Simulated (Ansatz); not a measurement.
# C3H4OS: the cost of one run

Computed with the Python package of Ansatz 0.2.0. Level of theory: MP2/def2-SVP.

### Step 1. Starting point

The script builds its own geometries from the SMILES C#COCS.

The script holds or builds the structure itself.

### Step 2. The code

The input, c3h4os_conformers.py:

```python
# -*- coding: utf-8 -*-
"""Conformer energies of C3H4OS."""

import ansatz as az
from rdkit import Chem
from rdkit.Chem import AllChem


def main():
    rd = Chem.AddHs(Chem.MolFromSmiles("C#COCS"))
    ids = list(AllChem.EmbedMultipleConfs(rd, numConfs=20, randomSeed=58, pruneRmsThresh=0.4))
    field = [energy for _, energy in AllChem.MMFFOptimizeMoleculeConfs(rd)]
    distinct = {round(e, 2): i for i, e in zip(ids, field)}
    chosen = sorted(distinct.items())[:4]
    found = []
    for force_field, index in chosen:
        c3h4os = az.Crystal.molecule()
        for atom, xyz in zip(rd.GetAtoms(), rd.GetConformer(index).GetPositions()):
            c3h4os = c3h4os.atom(atom.GetSymbol(), xyz.round(5).tolist())
        calc = (
            c3h4os.calculation()
            .basis(gaussian="def2-SVP")
            .correlation("mp2")
        )
        found.append(calc.run().report["free_energy_ev"])
    print("conformer   MMFF (kcal/mol)   this level (eV)")
    for (force_field, index), e in zip(chosen, found):
        print(f"{index:9d} {force_field - chosen[0][0]:17.2f} {(e - min(found)):17.3f}")


if __name__ == "__main__":
    main()
```

### Step 3. Running it

The run is started by

```console
$ python c3h4os_conformers.py
```

Q: Estimate wall time and peak memory on 1 thread of Arm Neoverse N1, shared host.

About 7.4 s, with a peak of 0.28 GiB.
